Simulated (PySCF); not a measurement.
**Spin-rotation constants: `InChI=1S/Al.4H/q-1;;;;`, charge -1**

Geometry (Å), atoms numbered from 1 in this order:
```xyz
5

Al    0.0085    0.0200    0.0063
H    -0.6658    1.2100   -0.1776
H     1.3934   -0.1572   -0.5746
H    -0.4745   -1.1295   -1.0454
H    -0.4284   -0.4452    1.5131
```

Total charge -1.

Computed, not measured: PySCF 2.14.0, GIAO B3LYP/aug-pcSseg-1 magnetisability, rotational g tensor and spin-rotation constants, non-relativistic, gas phase. Geometry: GFN2-xTB, normal-mode sample at 1000 K.

For an ion the centre-of-mass motion in the field is neglected.

(1) Give the nuclear spin-rotation constants along the inertial axes (H = +C I·J) beside the isotropic shieldings.

Results:

(1) Rotational constants 97.9132, 74.8774, 69.5628 GHz.
```
atom  isotope  Caa (kHz)  Cbb (kHz)  Ccc (kHz)  mean (kHz)  σ (ppm)
 Al1     27Al     53.676     33.114     32.852      39.881    488.0
  H2       1H     -5.599      0.048     -4.094      -3.215     30.8
  H3       1H      1.421     -4.599     -2.238      -1.805     28.8
  H4       1H     -1.403     -2.236     -1.427      -1.689     28.3
  H5       1H      0.274     -2.144     -3.662      -1.844     28.7
```
For the geometry as given, no vibrational averaging.
